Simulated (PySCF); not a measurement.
Molecule (SMILES): [C-]#[NH+] (C-NH).
Geometry (B3LYP-D3(BJ)/def2-TZVP, fixed):
```xyz
3

C      0.0000     0.0000    -0.7364
N      0.0000     0.0000     0.4276
H      0.0000     0.0000     1.4250
```
Charge 0, spin multiplicity 1.

Basis-set convergence of the isotropic shielding of N2 at PBE0 with PySCF. GIAO, no density fitting; atoms are numbered in the order shown. All functions are spherical. Core-valence sets carry the plain set on hydrogen. No added dispersion term, no relativity. Reference: the value in pcSseg-3, 89.91 ppm, itself unsure by roughly 0.81 ppm (its mean distance from cc-pCVQZ, pcseg-3, pcSseg-2). Deviations are taken from unrounded values. Cost is core time over that of cc-pCVTZ, rough, on shared machines of one kind; a dash marks a row that isn't timed (too short, read off another run, short of memory, by another algorithm or on other hardware).

```json
[
 {"basis": "pcseg-0", "functions": "20", "isotropic shielding of N2 (ppm)": "119.06", "minus reference (ppm)": "29.15", "cost": "-"},
 {"basis": "6-31G**", "functions": "33", "isotropic shielding of N2 (ppm)": "119.52", "minus reference (ppm)": "29.61", "cost": "-"},
 {"basis": "6-31+G*", "functions": "38", "isotropic shielding of N2 (ppm)": "118.26", "minus reference (ppm)": "28.35", "cost": "-"},
 {"basis": "pcSseg-1", "functions": "39", "isotropic shielding of N2 (ppm)": "93.02", "minus reference (ppm)": "3.11", "cost": "-"},
 {"basis": "def2-TZVPD", "functions": "83", "isotropic shielding of N2 (ppm)": "96.00", "minus reference (ppm)": "6.09", "cost": "0.6×"},
 {"basis": "jun-cc-pV(T+d)Z", "functions": "92", "isotropic shielding of N2 (ppm)": "97.10", "minus reference (ppm)": "7.19", "cost": "0.8×"},
 {"basis": "cc-pCVTZ", "functions": "100", "isotropic shielding of N2 (ppm)": "94.65", "minus reference (ppm)": "4.74", "cost": "1×"},
 {"basis": "pcseg-3", "functions": "153", "isotropic shielding of N2 (ppm)": "89.92", "minus reference (ppm)": "0.01", "cost": "4×"},
 {"basis": "pcSseg-3", "functions": "177", "isotropic shielding of N2 (ppm)": "89.91", "minus reference (ppm)": "0.00", "cost": "7×"}
]
```
